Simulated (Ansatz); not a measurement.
# C2H3NO2: basis-set convergence

One table from this session's results is given with a row withheld; the runs are named, their logs left out.

Program: Ansatz 0.2.0, Gaussian basis. Level of theory: one geometry, several basis sets. These are calculated values, not measurements.

The runs, in order: PBE0-D4/def2-SVP; ωB97M-V/def2-SVP; PBE0-D4/def2-QZVPP; ωB97M-V/def2-QZVPP; the functionals' def2-TZVPP values are taken from earlier runs.

## Structure used throughout

The geometry comes from an earlier relaxation with PBE0-D4 in a triple-zeta def2 set; it is a stationary point, not always the lowest conformer.

SMILES `OC1(O)C=N1`, 8 atoms, charge 0, spin multiplicity 1.

Atoms are counted from 1 here; the program's logs count them from 0.

Bond lengths: O1–C2 1.362 Å, O1–H6 0.964 Å, C2–O3 1.382 Å, C2–C4 1.419 Å, C2–N5 1.474 Å, O3–H7 0.962 Å, C4–N5 1.269 Å, C4–H8 1.086 Å. Angles: C2–O1–H6 107.4°, O1–C2–O3 110.1°, O1–C2–C4 120.6°, O1–C2–N5 119.8°, O3–C2–C4 124.8°, O3–C2–N5 118.0°, C4–C2–N5 52.0°, C2–O3–H7 108.2°, C2–C4–N5 66.3°, C2–C4–H8 156.4°, N5–C4–H8 137.4°, C2–N5–C4 61.8°.

Set-up of the first run:

in.yaml reads:

```yaml
crystal:
  periodic: [false, false, false]
  atoms:
    - {symbol: O, position_ang: [-0.781768, 1.301014, 0.165111]}
    - {symbol: C, position_ang: [-0.024077, 0.179512, 0.013908]}
    - {symbol: O, position_ang: [1.314741, 0.516382, -0.043519]}
    - {symbol: C, position_ang: [-0.522995, -1.088898, 0.408185]}
    - {symbol: N, position_ang: [-0.500483, -0.917043, -0.848534]}
    - {symbol: H, position_ang: [-0.359418, 2.004794, -0.340385]}
    - {symbol: H, position_ang: [1.780763, -0.181790, -0.513059]}
    - {symbol: H, position_ang: [-0.814662, -1.870970, 1.102392]}
basis:
  gaussian: {orbitals: def2-SVP}
hamiltonian: {xc: pbe0, dispersion: d4}
output: {orbitals: {seedname: orbitals}}
```

Steps of the session up to this table: PBE0-D4 in def2-SVP; ωB97M-V in def2-SVP; PBE0-D4 in def2-QZVPP; ωB97M-V in def2-QZVPP.

One table of the session follows, with a row left open; its other results are not shown here.

It belongs to the step «Functionals by basis». 

```
functional       basis  HOMO (eV)
   PBE0-D4    def2-SVP      -7.01
   PBE0-D4  def2-TZVPP      -7.20
   PBE0-D4  def2-QZVPP          ?
   ωB97M-V    def2-SVP      -9.31
   ωB97M-V  def2-TZVPP      -9.53
   ωB97M-V  def2-QZVPP      -9.59
```

Q: Estimate the row for PBE0-D4, def2-QZVPP from the others.

The run gave: HOMO (eV): -7.26. In the column «HOMO (eV)» it lies between ωB97M-V, def2-SVP (-9.31) and PBE0-D4, def2-TZVPP (-7.20).
